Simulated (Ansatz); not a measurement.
# C3H7ClO: the cost of one run

Program: Ansatz 0.2.0, Gaussian basis. Level of theory: the settings change from run to run. These are calculated values, not measurements.

### Step 1. The relaxed structure

The structure was relaxed beforehand with PBE0-D4 in a triple-zeta def2 set.

SMILES `CC(C)(O)Cl`, 12 atoms, charge 0, spin multiplicity 1.

Atoms are counted from 1 here; the program's logs count them from 0.

Bond lengths: C1–C2 1.513 Å, C1–H6 1.090 Å, C1–H7 1.092 Å, C1–H8 1.093 Å, C2–C3 1.508 Å, C2–O4 1.381 Å, C2–Cl5 1.847 Å, C3–H9 1.089 Å, C3–H10 1.089 Å, C3–H11 1.093 Å, O4–H12 0.963 Å. Angles: C2–C1–H6 111.0°, C2–C1–H7 110.7°, C2–C1–H8 108.8°, H6–C1–H7 108.2°, H6–C1–H8 109.2°, H7–C1–H8 109.0°, C1–C2–C3 113.6°, C1–C2–O4 112.4°, C1–C2–Cl5 106.5°, C3–C2–O4 107.6°, C3–C2–Cl5 107.5°, O4–C2–Cl5 109.0°, C2–C3–H9 110.6°, C2–C3–H10 109.9°, C2–C3–H11 108.9°, H9–C3–H10 109.2°, H9–C3–H11 109.3°, H10–C3–H11 108.9° and more.

### Step 2. PBE-QIDH/ANO-RCC-VTZP

Input file in.yaml:

```yaml
crystal:
  periodic: [false, false, false]
  atoms:
    - {symbol: C, position_ang: [-0.878225, 0.659102, -0.650610]}
    - {symbol: C, position_ang: [0.371251, -0.027964, -0.144685]}
    - {symbol: C, position_ang: [0.257080, -0.521919, 1.275290]}
    - {symbol: O, position_ang: [0.736953, -1.101657, -0.932180]}
    - {symbol: Cl, position_ang: [1.718655, 1.234487, -0.187802]}
    - {symbol: H, position_ang: [-1.137536, 1.510402, -0.021939]}
    - {symbol: H, position_ang: [-0.732670, 1.020960, -1.670603]}
    - {symbol: H, position_ang: [-1.703253, -0.057794, -0.642462]}
    - {symbol: H, position_ang: [0.030595, 0.301545, 1.950910]}
    - {symbol: H, position_ang: [1.191433, -0.990855, 1.581495]}
    - {symbol: H, position_ang: [-0.544074, -1.263041, 1.328438]}
    - {symbol: H, position_ang: [0.766592, -0.818369, -1.851753]}
basis:
  gaussian: {orbitals: ANO-RCC-VTZP}
hamiltonian: {xc: {name: PBE-QIDH}}
```

Run with:

```sh
> ansatz run in.yaml --threads 4 --pin off --events-out ev --progress --plain --max-ram 10444MiB
```

**Question.** How long does this run take on 4 threads of Arm Neoverse V2, shared host, and how much memory does it need?

About 12 s, with a peak of 0.84 GiB.
